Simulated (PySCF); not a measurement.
Species: 3-pyrroline, C4H7N.
InChI=1S/C4H7N/c1-2-4-5-3-1/h1-2,5H,3-4H2

The closed-shell ground state was solved at several levels (PySCF, density fitting, gas phase, non-relativistic). One conformer (not necessarily the lowest) at the GFN2-xTB geometry, without solvent, vibrations or thermal averaging.

```
         level  basis functions  HOMO (eV)  LUMO (eV)  gap (eV)  dipole (D)
 PBE0/pcSseg-1              120      -6.43       0.56      6.99        1.27
PBE0/def2-SVPD              156      -6.51       0.46      6.97        1.21
```

Task: What might B3LYP/pcJ-1 (205 basis functions) give for the same quantities?

Result: HOMO -6.16 eV, LUMO 0.35 eV, gap 6.51 eV, dipole 1.28 D.

Task: Over all these levels, which gives the widest orbital gap and which the narrowest?

Result: PBE0/pcSseg-1 (global hybrid, 25 % exact exchange) has the widest, 6.99 eV, and B3LYP/pcJ-1 (global hybrid, 20 % exact exchange) the narrowest, 6.51 eV. Functional and basis both differ between the two, so the spread mixes both effects.

Task: How far do the dipole and the HOMO energy spread over the levels?

Result: The dipole runs from 1.21 to 1.28 D (mean 1.25 D) and the HOMO from -6.51 to -6.16 eV.
